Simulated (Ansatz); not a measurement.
**SiCN (quartet): from Hartree-Fock to the top rungs, def2-QZVPP**

An exercise on one series of results from a longer session: the logs are not shown, and one member is left open.

Method: def2-QZVPP, core rule «outside noble gas», up to 7 orbitals frozen; program: Ansatz 0.2.0, Gaussian basis.

The runs, in order: UHF; ROHF; CCSD(T) on UHF.

2 further runs of the same task are left out: 2 set aside as unsound or not needed.

## The geometry

The geometry is a PBE0/def2-TZVP stationary point (not a proven minimum) of the parent state, kept for this charge and spin.

3 atoms, charge 0, spin multiplicity 4.

Atoms are counted from 1 here; the program's logs count them from 0.

Bond lengths: N1–C2 1.163 Å, C2–Si3 1.842 Å. Angles: N1–C2–Si3 180.0°.

Set-up of the first run:

File in.yaml:

```yaml
crystal:
  periodic: [false, false, false]
  atoms:
    - {symbol: N, position_ang: [0.000000, 0.000000, -1.389100]}
    - {symbol: C, position_ang: [0.000000, 0.000000, -0.226600]}
    - {symbol: Si, position_ang: [0.000000, 0.000000, 1.615700]}
basis:
  gaussian: {orbitals: "def2-QZVPP.json"}
magnetization: {spin_polarized: true, initial_magnetization: 3}
hamiltonian: {xc: hf}
output: {orbitals: {seedname: orbitals}}
```

Launch:

```console
> ansatz run in.yaml --threads 1 --pin off --events-out ev --progress --plain --max-ram 2393MiB
```

Among the steps run: UHF; ROHF; CCSD(T) on UHF.

One table of the session follows, with a row left open; its other results are not shown here.

| method | from UCCSD(T) (meV) |
| --- | --- |
| ROHF | +11905.7 |
| UHF | ? |
| UMP2 | +1179.6 |
| UCCSD | +663.5 |
| UCCSD(T) | 0 |

Estimate the missing values for UHF.

The run gave: from UCCSD(T) (meV): +11776.6. In the column «from UCCSD(T) (meV)» it lies between UMP2 (+1179.6) and ROHF (+11905.7).
